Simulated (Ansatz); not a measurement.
# GaP, pressure series

Start from GaP in the zinc blende structure (space group F-43m, No. 216; a = 5.4513 Å).

Cell and atoms are relaxed at each pressure.

Calculations: Ansatz (a quantum-chemistry and plane-wave program), r2SCAN, PAW, cutoff 500 eV, no SOC.

```
pressure (GPa)  volume per atom (Å³/atom)
--------------  -------------------------
-2                                 20.740
-1                                 20.486
0                                  20.249
0.9                                20.048
2.1                                19.794
4.5                                     ?
9                                  18.598
15                                 17.797
30                                 16.328
```

Task: Fit the third-order Birch–Murnaghan form P(V) = (3B₀/2)[(V₀/V)^(7/3) − (V₀/V)^(5/3)]·[1 + (3/4)(B₀′ − 4)((V₀/V)^(2/3) − 1)] (squares taken in P) to the rows shown and predict the withheld row.

Result: Least squares on the printed values gives V₀ = 20.250 Å³/atom, B₀ = 88.4 GPa, B₀′ = 4.2; this predicts 19.336 Å³/atom, and the run gives 19.331 Å³/atom, 0.005 lower.

Measured bulk modulus of GaP: 89.6 GPa (static lattice; corrected from measurement; as listed in Daniel Mejia-Rodriguez, S. B. Trickey, Phys. Rev. B (2018)); the computed value is 1 % below it.

Load acts through the strain it causes; cell and atoms are relaxed under it. Whether these cells are dynamically stable was not tested. Measured, GaP leaves this structure (for a Cmcm phase) near 26 GPa (temperature not stated; as listed in Datta, Sujoy, Jana, Debnarayan, arXiv (2020)).
